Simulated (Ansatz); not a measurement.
A calculation with Ansatz (development build ahead of 0.2.0).

```yaml
crystal:
  periodic: [false, false, false]
  atoms:
    - { symbol: C, position_ang: [0.0, 0.0, 0.0] }
    - { symbol: C, position_ang: [0.0, 0.0, 1.3112] }
    - { symbol: C, position_ang: [0.0, 0.0, -1.3112] }
    - { symbol: H, position_ang: [0.0, -0.9268, 1.8766] }
    - { symbol: H, position_ang: [0.9268, 0.0, -1.8766] }
    - { symbol: H, position_ang: [-0.9268, 0.0, -1.8766] }
basis:
  gaussian: { orbitals: def2-TZVP }
magnetization:
  spin_polarized: true
  initial_magnetization: 1
hamiltonian:
  xc: hf
```

The input is written out in the form of the current development build from the run's settings.

Results

```json
{
 "Converged": "yes",
 "Total energy": "-115.27546 hartree",
 "Spin squared of the determinant": "1.203",
 "Stability test": "minimum"
}
```

Caution: the unrestricted determinant is spin contaminated.
